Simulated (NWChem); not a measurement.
Species: H anion

Results from NWChem. Pople sets run with spherical d functions. The highest occupied level is positive in some or all of these runs, so the extra electron may be held by the finite basis. B3LYP is NWChem's, with the RPA form of VWN correlation. Total energies of different functionals are on different scales.

| level | energy (Ha) | highest occupied level (eV) | orbital gap (eV) |
|---|---|---|---|
| B3LYP/6-31+G* | -0.4618 | 5.11 | 28.46 |
| PBE/6-31+G* | -0.4489 | 6.22 | 26.23 |
| TPSSh/6-31+G* | -0.4627 | 5.26 | 29.35 |
| revPBE/6-31+G* | -0.4565 | 6.17 | 26.25 |
| LDA (Slater exchange, PW92)/6-31+G* | -0.4312 | 6.31 | 26.38 |
| BLYP/6-31+G* | -0.4493 | 6.39 | 25.78 |
| MPW1K/6-31+G* | -0.4607 | 3.77 | 31.81 |
| B97-2/6-31+G* | -0.4572 | 5.04 | 28.88 |
| B97-D/6-31+G* | -0.4626 | 6.15 | 25.96 |
| Hartree-Fock/6-31+G* | -0.4224 | 1.50 | 38.96 |
